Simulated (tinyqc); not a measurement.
Worked calculation: UHF in the sto-3g basis, for CH2, spin multiplicity 3. One step of it, computed by the program tinyqc.

Question. Orthogonalisation. S = U s U^T; symmetric (Loewdin) form X = U s^(-1/2) U^T, so that X^T S X = 1.

overlap S:
```
           1C 1s     1C 2s    1C 2px     1C 2py    1C 2pz     2H 1s      3H 1s
1C 1s   1.000000  0.248362  0.000000   0.000000  0.000000  0.026605   0.026605
1C 2s   0.248362  1.000000  0.000000   0.000000  0.000000  0.301579   0.301579
1C 2px  0.000000  0.000000  1.000000   0.000000  0.000000  0.000000   0.000000
1C 2py  0.000000  0.000000  0.000000   1.000000  0.000000  0.288808  -0.288808
1C 2pz  0.000000  0.000000  0.000000   0.000000  1.000000  0.152216   0.152216
2H 1s   0.026605  0.301579  0.000000   0.288808  0.152216  1.000000   0.041904
3H 1s   0.026605  0.301579  0.000000  -0.288808  0.152216  0.041904   1.000000
```

Give: eigenvalues of S; X.

Answer.

eigenvalues of S: 0.5019  0.5701  0.8876  1.0000  1.0909  1.3880  1.5616

X:
```
          1C 1s    1C 2s  1C 2px   1C 2py   1C 2pz    2H 1s    3H 1s
1C 1s    1.0257  -0.1397  0.0000   0.0000  -0.0051   0.0184   0.0184
1C 2s   -0.1397   1.1080  0.0000   0.0000   0.0411  -0.1751  -0.1751
1C 2px   0.0000   0.0000  1.0000   0.0000   0.0000   0.0000   0.0000
1C 2py   0.0000   0.0000  0.0000   1.0744   0.0000  -0.1679   0.1679
1C 2pz  -0.0051   0.0411  0.0000   0.0000   1.0201  -0.0863  -0.0863
2H 1s    0.0184  -0.1751  0.0000  -0.1679  -0.0863   1.0878  -0.0110
3H 1s    0.0184  -0.1751  0.0000   0.1679  -0.0863  -0.0110   1.0878
```
